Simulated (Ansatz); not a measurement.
ClFH$_{2}$Si (`F[SiH2]Cl`). Charge 0, multiplicity 1.

Problem. List the harmonic frequencies (cm⁻¹, unscaled) at PBE0-D4/def2-TZVP in Ansatz. (Best estimate.)

Solution. Computed: 248, 566, 640, 728, 884, 924, 967, 2278, 2290.

Problem. Is this a minimum?

Solution. Yes, all 9 modes are real.

Problem. Give the ideal-gas thermochemistry at 298.15 K and 1 bar (rigid rotor, harmonic oscillator; point group Cs, symmetry number 1).

Solution. Zero-point energy 57.0 kJ/mol; H(298) − E = 69.7 kJ/mol; entropy 280.5 J/(mol·K), of which translation 164.2, rotation 102.5, vibration 13.8; G(298) − E = -14.0 kJ/mol.
